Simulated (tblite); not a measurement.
Compound: CH₂NSi (doublet state).
Bonds: N1–C2 (triple), C2–Si3. Hydrogens: H4, H5 on Si3.

Computed geometry: GFN2-xTB, gas phase. This method treats the open shell by occupation alone, without spin polarisation.

List the bond lengths and angles at this level.

| bond | length (Å) | order |
| --- | --- | --- |
| N1≡C2 | 1.157 | triple |
| C2–Si3 | 1.816 | single |
| Si3–H4, Si3–H5 | 1.446 | single |

Bonds in one row agree within 0.01 Å and their mean is given. Orders are formal, as drawn. A selection of angles:
| angle | degrees |
| --- | --- |
| N1–C2–Si3 | 176.6 |
| C2–Si3–H4 | 116.9 |
| H4–Si3–H5 | 122.5 |

Si3 (silicon bonded to C and 2 H) is almost planar (angles 122.5°, 116.9° and 116.7°, sum 356.1°, 0.18 Å off the plane of its three neighbours).

Point group: near C2v, missed by 0.21 Å at most; the miss may be what the optimiser left on a soft mode (Cs holds within 0.08 Å). Its GFN2-xTB frequencies are all real (lowest 203 cm⁻¹).

The run took under 0.1 s on one thread, Arm Neoverse V1 (aarch64), shared host. These figures are those of the optimisation.
